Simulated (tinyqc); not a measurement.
Inside a calculation. Method: MP2 on RHF in the sto-3g basis, for H2O, spin multiplicity 1. One step of it, computed by the program tinyqc.

Question. Iteration 8 (converged): orbitals. Diagonalise F' = X^T F X, C = X C', fill 5 alpha and 5 beta electrons from the bottom; D = 2 C_occ C_occ^T. Each column has its largest component positive (the first on a tie).

converged F (hartree), lower triangle:
```
             1O 1s      1O 2s     1O 2px     1O 2py     1O 2pz      2H 1s      3H 1s
1O 1s   -20.262609
1O 2s    -5.165463  -2.424349
1O 2px    0.000000   0.000000  -0.394826
1O 2py    0.000000   0.000000   0.000000  -0.247296
1O 2pz   -0.026363  -0.092744   0.000000   0.000000  -0.292145
2H 1s    -0.912197  -0.845728   0.000000  -0.339443  -0.371575  -0.455147
3H 1s    -0.912197  -0.845728   0.000000   0.339443  -0.371575  -0.329514  -0.455147
```

X, lower triangle:
```
            1O 1s      1O 2s    1O 2px     1O 2py     1O 2pz      2H 1s     3H 1s
1O 1s    1.023694
1O 2s   -0.137583   1.168150
1O 2px   0.000000   0.000000  1.000000
1O 2py   0.000000   0.000000  0.000000   1.068194
1O 2pz  -0.008827   0.087041  0.000000   0.000000   1.051812
2H 1s    0.019084  -0.229300  0.000000  -0.173488  -0.136997   1.146655
3H 1s    0.019084  -0.229300  0.000000   0.173488  -0.136997  -0.089616  1.146655
```

Give: F' = X^T F X; orbital energies; coefficients C; D after iteration 8.

Answer.

F' = X^T F X (hartree), lower triangle:
```
         1       2       3       4       5       6       7
1  -19.888
2   -2.685  -1.314
3    0.000   0.000  -0.395
4    0.000   0.000   0.000  -0.038
5   -0.057   0.112   0.000   0.000  -0.131
6   -0.113  -0.416   0.000  -0.396  -0.333  -0.016
7   -0.113  -0.416   0.000   0.396  -0.333  -0.101  -0.016
```

orbital energies (hartree): MO1 -20.271, MO2 -1.230, MO3 -0.540, MO4 -0.467, MO5 -0.395, MO6 0.519, MO7 0.586

coefficients C:
```
           MO1     MO2     MO3     MO4    MO5     MO6     MO7
1O 1s    0.994  -0.237   0.000   0.102  0.000  -0.111   0.000
1O 2s    0.024   0.874   0.000  -0.520  0.000   0.680   0.000
1O 2px   0.000   0.000   0.000   0.000  1.000   0.000   0.000
1O 2py   0.000   0.000   0.632   0.000  0.000   0.000   0.896
1O 2pz   0.004   0.102   0.000   0.714  0.000   0.794   0.000
2H 1s   -0.005   0.146   0.454   0.332  0.000  -0.706  -0.767
3H 1s   -0.005   0.146  -0.454   0.332  0.000  -0.706   0.767
```

D after iteration 8, lower triangle:
```
         1O 1s   1O 2s  1O 2px  1O 2py  1O 2pz   2H 1s  3H 1s
1O 1s    2.111
1O 2s   -0.472   2.069
1O 2px   0.000   0.000   2.000
1O 2py   0.000   0.000   0.000   0.798
1O 2pz   0.105  -0.565   0.000   0.000   1.041
2H 1s   -0.011  -0.090   0.000   0.574   0.504   0.676
3H 1s   -0.011  -0.090   0.000  -0.574   0.504  -0.150  0.676
```
